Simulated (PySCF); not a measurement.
**trans-2-butene: 4 charge schemes on one density**

Species: trans-2-butene, C₄H₈.
SMILES with atom numbers: `[CH3:1]/[CH:2]=[CH:3]/[CH3:4]` (hydrogens: H5, H6, H7 on C1; H8 on C2; H9 on C3; H10, H11, H12 on C4)

Geometry (GFN2-xTB, Å), atoms numbered from 1 in this order:
```xyz
12
C4H8 angstrom
C      1.940   -0.138   -0.098
C      0.483   -0.160   -0.424
C     -0.483    0.160    0.420
C     -1.940    0.138    0.094
H      2.374   -1.128   -0.240
H      2.105    0.171    0.931
H      2.465    0.549   -0.761
H      0.238   -0.464   -1.434
H     -0.238    0.465    1.430
H     -2.375    1.127    0.240
H     -2.104   -0.168   -0.937
H     -2.465   -0.553    0.754
```

Density: PBE0/pcSseg-1 (PySCF); schemes: Mulliken, IAO, Hirshfeld and ESP-fitted. Geometry: GFN2-xTB; no solvent, vibrations or thermal averaging.

Problem. Do the Mulliken, IAO, Hirshfeld and ESP-fitted schemes agree on where the charge is lowest?

Solution. The schemes don't all agree: Mulliken C2 and C3 (-0.225); IAO C1 and C4 (-0.422); Hirshfeld C1 (-0.119); ESP-fitted C1 (-0.468).

Problem. Which atoms carry the highest charge in the Mulliken, IAO, Hirshfeld and ESP-fitted schemes?

Solution. All schemes pick atoms of one kind: Mulliken H5, H7, H10 and H12 (+0.122); IAO H5, H7, H10 and H12 (+0.148); Hirshfeld H5, H6, H7, H10 and 2 more (+0.043); ESP-fitted H5 (+0.147).

Problem. What partial charge does each atom carry?

Solution. In e:

```json
{"atom": "C1", "environment": "allylic carbon", "Mulliken": "-0.219", "IAO": "-0.422", "Hirshfeld": "-0.119", "ESP-fitted": "-0.468"}
{"atom": "C2", "environment": "alkene CH carbon", "Mulliken": "-0.225", "IAO": "-0.149", "Hirshfeld": "-0.051", "ESP-fitted": "-0.097"}
{"atom": "C3", "environment": "alkene CH carbon", "Mulliken": "-0.225", "IAO": "-0.149", "Hirshfeld": "-0.051", "ESP-fitted": "-0.094"}
{"atom": "C4", "environment": "allylic carbon", "Mulliken": "-0.220", "IAO": "-0.422", "Hirshfeld": "-0.118", "ESP-fitted": "-0.464"}
{"atom": "H5", "environment": "methyl hydrogen", "Mulliken": "+0.122", "IAO": "+0.148", "Hirshfeld": "+0.043", "ESP-fitted": "+0.147"}
{"atom": "H6", "environment": "methyl hydrogen", "Mulliken": "+0.109", "IAO": "+0.142", "Hirshfeld": "+0.043", "ESP-fitted": "+0.130"}
{"atom": "H7", "environment": "methyl hydrogen", "Mulliken": "+0.122", "IAO": "+0.148", "Hirshfeld": "+0.043", "ESP-fitted": "+0.146"}
{"atom": "H8", "environment": "vinylic hydrogen", "Mulliken": "+0.092", "IAO": "+0.133", "Hirshfeld": "+0.039", "ESP-fitted": "+0.142"}
{"atom": "H9", "environment": "vinylic hydrogen", "Mulliken": "+0.092", "IAO": "+0.133", "Hirshfeld": "+0.039", "ESP-fitted": "+0.140"}
{"atom": "H10", "environment": "methyl hydrogen", "Mulliken": "+0.122", "IAO": "+0.148", "Hirshfeld": "+0.043", "ESP-fitted": "+0.146"}
{"atom": "H11", "environment": "methyl hydrogen", "Mulliken": "+0.109", "IAO": "+0.142", "Hirshfeld": "+0.043", "ESP-fitted": "+0.128"}
{"atom": "H12", "environment": "methyl hydrogen", "Mulliken": "+0.122", "IAO": "+0.148", "Hirshfeld": "+0.043", "ESP-fitted": "+0.144"}
```

Mean size of the charges over all atoms: IAO 0.190 e, ESP-fitted 0.187 e, Mulliken 0.148 e, Hirshfeld 0.056 e. Each set sums to the total charge, 0, to within 0.001 e. The Hirshfeld scheme weights the molecular density at each point by an atom's share of the summed free-atom densities.

Problem. Sum the charges by element.

Solution. 
```tsv
element	atoms	Mulliken	IAO	Hirshfeld	ESP-fitted
C	4	-0.889	-1.142	-0.339	-1.123
H	8	+0.889	+1.142	+0.339	+1.123
```

Problem. How many electrons does the ESP-fitted scheme count on C2?

Solution. Z − q = 6 − (-0.097) = 6.097.
